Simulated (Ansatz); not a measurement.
## B (model structure, started from the fcc type, Fm-3m, No. 225, 1 atom in the cell)

Calculation: r²SCAN (PAW; Ansatz, a first-principles code).

Numerical settings: plane-wave cutoff 500 eV, 24×24×24 k mesh, Fermi–Dirac smearing 0.05 eV, scalar-relativistic PAW data made under PBE.

Cell (relaxed at this level):

B is taken in the cubic space group Fm-3m (No. 225), the fcc (Cu type) structure, Pearson symbol cF4. Conventional cell: a = 2.8556 Å, b = 2.8556 Å, c = 2.8556 Å, α = 90.00°, β = 90.00°, γ = 90.00°. B on 4a is coordinated by 12 B at 2.019 Å (cuboctahedral). (Neighbours: up to the widest gap in distance over summed covalent radii, below 1.35, at either atom.)
(The calculation used a cell of 1 atom; values per cell refer to that cell.)

```json
{
  "band_gap": "none"
}
```

Note: the relaxation could raise the start's symmetry but not lower it, so the cell can be a saddle point.

A model structure was made by putting elements into a prototype or built by hand; it is no filed structure, need not be a known phase, and can be a saddle point held by its symmetry.
